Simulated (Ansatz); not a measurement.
Level of theory: Ansatz (an electronic-structure program) with PBE0-D4/def2-TZVP. No frequencies were computed at this level.

Ansatz 0.2 input:
```yaml
crystal:
  periodic: [false, false, false]
  atoms:
    - { symbol: C, position_ang: [0.760607, -0.000004, -0.000003] }
    - { symbol: S, position_ang: [-0.760607, 0.000004, 0.000003] }
basis:
  gaussian: { orbitals: def2-tzvp }
hamiltonian:
  xc: pbe0
  dispersion: d4
relax:
  max_steps: 150
```

Output:

```
Functional definition: PBE0
451 factors; their error is unknown
mean field evaluation 1: about -11861.9784 eV, gradient 3.7e1 eV
mean field evaluation 2: about -11851.5377 eV, gradient 6.7e1 eV
mean field evaluation 4: about -11865.4143 eV, gradient 1.5e0 eV
mean field evaluation 8: about -11865.4182 eV, gradient 1.1e-2 eV
mean field evaluation 16: about -11865.4451 eV, gradient 6.9e-5 eV
mean field -11865.44511058 eV, -436.0470651264 hartree, gradient 6.9e-5 eV, S^2 0.000000; 0 other end points of the search recorded, 0 dependent functions left out
reference -11865.44512849 eV, -436.0470657845 hartree; 11, 11 occupied and 57, 57 virtual orbitals, 451 factors
relax step   1: F+E_penalty+E_count = -11865.46528811 eV  Δ(F+E_penalty+E_count) = +0.000e0 eV  max|allowed force component| = 4.730e-1 eV/Å  Δτ_max = 0.0000 Å  (25 SCF iters, accepted)
these checks for a lower state are left out or cut short: starts, cluster_reference, orbital_swaps, neighbouring_geometries, increment
451 factors; their error is unknown
mean field -11865.44659731 eV, -436.0471197626 hartree, gradient 1.6e-5 eV, S^2 0.000000; 0 other end points of the search recorded, 0 dependent functions left out
reference -11865.44661521 eV, -436.0471204203 hartree; 11, 11 occupied and 57, 57 virtual orbitals, 451 factors
relax step   2: F+E_penalty+E_count = -11865.46677406 eV  Δ(F+E_penalty+E_count) = -1.486e-3 eV  max|allowed force component| = 2.198e-1 eV/Å  Δτ_max = 0.0021 Å  (29 SCF iters, accepted)
these checks for a lower state are left out or cut short: starts, cluster_reference, orbital_swaps, neighbouring_geometries, increment
451 factors; their error is unknown
mean field evaluation 32: about -11865.4470 eV, gradient 1.6e-5 eV
mean field -11865.44701546 eV, -436.0471351294 hartree, gradient 1.6e-5 eV, S^2 0.000000; 0 other end points of the search recorded, 0 dependent functions left out
reference -11865.44703335 eV, -436.0471357867 hartree; 11, 11 occupied and 57, 57 virtual orbitals, 451 factors
relax step   3: F+E_penalty+E_count = -11865.46719153 eV  Δ(F+E_penalty+E_count) = -4.175e-4 eV  max|allowed force component| = 3.268e-3 eV/Å  Δτ_max = 0.0019 Å  (29 SCF iters, accepted)
451 factors; their error is unknown
mean field -11865.44701546 eV, -436.0471351294 hartree, gradient 1.7e-5 eV, S^2 0.000000; 1 other end points of the search recorded, 0 dependent functions left out
reference -11865.44703335 eV, -436.0471357867 hartree; 11, 11 occupied and 57, 57 virtual orbitals, 451 factors
Total energy: -11865.46720942 eV, -436.0478772436 hartree
Atom 0 at     0.764633    -0.000004    -0.000003 Å, force     0.003268    -0.000000    -0.000000 eV/Å
Atom 1 at    -0.764633     0.000004     0.000003 Å, force    -0.003268     0.000000     0.000000 eV/Å
Dipole moment:    -0.401471     0.000002     0.000002 e Å
```

Cost: around 2.6 core-seconds (rough).
